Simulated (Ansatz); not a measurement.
# AlBSi: the cost of one run

Computed with Ansatz 0.2.0, Gaussian basis. Level: def2-QZVPP, core rule «outside noble gas», up to 11 orbitals frozen.

The runs, in order: UHF; ROHF; CCSD(T) on UHF.

2 further runs of the same task are left out: 2 set aside as unsound or not needed. Runs told in other sessions of the task aren't counted.

## (1) The geometry

The geometry is a PBE0/def2-TZVP stationary point (not a proven minimum) of the parent state, kept for this charge and spin.

3 atoms, charge 0, spin multiplicity 3.

Atoms are counted from 1 here; the program's logs count them from 0.

Bond lengths: Al1–B2 1.956 Å, Al1–Si3 2.412 Å, B2–Si3 1.863 Å. Angles: B2–Al1–Si3 49.2°, Al1–B2–Si3 78.3°, Al1–Si3–B2 52.6°.

## (2) UHF

File in.yaml:

```yaml
crystal:
  periodic: [false, false, false]
  atoms:
    - {symbol: Al, position_ang: [0.000000, -0.235516, 1.239346]}
    - {symbol: B, position_ang: [0.000000, 1.236586, -0.048093]}
    - {symbol: Si, position_ang: [0.000000, -0.249742, -1.172118]}
basis:
  gaussian: {orbitals: "def2-QZVPP.json"}
magnetization: {spin_polarized: true, initial_magnetization: 2}
hamiltonian: {xc: hf}
output: {orbitals: {seedname: orbitals}}
```

The run is started by

```console
ansatz run in.yaml --threads 1 --pin off --events-out ev --progress --plain --max-ram 2393MiB
```

**Question.** How long does this run take on 1 thread of Arm Neoverse V2, shared host, and how much memory does it need?

About 30 s, with a peak of 0.54 GiB.
